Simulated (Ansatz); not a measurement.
A calculation with Ansatz (development build ahead of 0.2.0).

```yaml
crystal:
  periodic: [false, false, false]
  atoms:
    - { symbol: O, position_ang: [0.0, 0.0, 0.0] }
    - { symbol: H, position_ang: [0.0, 0.987, -0.252] }
    - { symbol: O, position_ang: [0.0, 0.0, 1.33] }
basis:
  gaussian: { orbitals: STO-3G }
magnetization:
  spin_polarized: true
  initial_magnetization: 1
hamiltonian:
  xc: hf
correlation:
  method: ccsd_t
  frozen_orbitals: { H: 0, O: 1 }
```

The input is written out in the form of the current development build from the run's settings.

Output:

| Property | Result |
| --- | --- |
| Converged | yes |
| Reference energy | -148.19562 hartree |
| CCSD correlation energy | -0.08640 hartree |
| Triples correction | -0.00124 hartree |
| Total energy | -148.28326 hartree |
| Spin squared of the determinant | 0.755 |
